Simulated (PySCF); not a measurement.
Atomic charges against the basis set

Compound: Si2H6.
Numbering: `[SiH3:1][SiH3:2]` (hydrogens: H3, H4, H5 on Si1; H6, H7, H8 on Si2)

PBE0 throughout (PySCF), one geometry, spherical d and f functions. Isolated species at its PBE0-D3(BJ)/def2-SVP geometry, gas phase. Atoms taken as equivalent share a column and are averaged.

Mulliken charges (e):

```json
{"basis": "STO-3G", "functions": "24", "Si1/Si2": "+0.346", "H3 (×6)": "-0.115"}
{"basis": "6-31G", "functions": "38", "Si1/Si2": "+0.243", "H3 (×6)": "-0.081"}
{"basis": "6-31G*", "functions": "48", "Si1/Si2": "+0.132", "H3 (×6)": "-0.044"}
{"basis": "def2-SVP", "functions": "66", "Si1/Si2": "+0.144", "H3 (×6)": "-0.048"}
{"basis": "6-311+G(2d,p)", "functions": "106", "Si1/Si2": "+0.138", "H3 (×6)": "-0.046"}
{"basis": "def2-TZVP", "functions": "110", "Si1/Si2": "+0.028", "H3 (×6)": "-0.009"}
```

IAO charges (e):

```csv
basis,functions,Si1/Si2,H3 (×6)
STO-3G,24,+0.372,-0.124
6-31G,38,+0.166,-0.055
6-31G*,48,+0.267,-0.089
def2-SVP,66,+0.274,-0.091
"6-311+G(2d,p)",106,+0.287,-0.096
def2-TZVP,110,+0.293,-0.098
```

Hirshfeld charges (e):

```tsv
basis	functions	Si1/Si2	H3 (×6)
STO-3G	24	+0.249	-0.083
6-31G	38	+0.188	-0.063
6-31G*	48	+0.196	-0.065
def2-SVP	66	+0.217	-0.072
6-311+G(2d,p)	106	+0.213	-0.071
def2-TZVP	110	+0.209	-0.070
```

**Question.** Which scheme is steadiest as the basis changes?

**Answer.** Largest range over the bases for any column: Hirshfeld 0.06 e, IAO 0.21 e, Mulliken 0.32 e. Hirshfeld charges move least and Mulliken charges most, counted in e. Without the minimal STO-3G basis the ranges are Hirshfeld 0.03, IAO 0.13, Mulliken 0.21 e.

**Question.** How much do the charges still move between the two largest bases, 6-311+G(2d,p) and def2-TZVP?

**Answer.** At most, over all atoms: Mulliken 0.110 e, IAO 0.005 e, Hirshfeld 0.004 e.

**Question.** What do the same runs give for the total energy and the frontier levels?

**Answer.** 
| basis | energy (Eh) | HOMO (eV) | LUMO (eV) |
| --- | --- | --- | --- |
| STO-3G | -575.6249 | -6.18 | 6.37 |
| 6-31G | -582.2264 | -8.48 | 0.76 |
| 6-31G* | -582.2800 | -8.34 | 0.69 |
| def2-SVP | -582.1343 | -8.44 | 0.48 |
| 6-311+G(2d,p) | -582.3383 | -8.39 | 0.11 |
| def2-TZVP | -582.3381 | -8.38 | 0.28 |
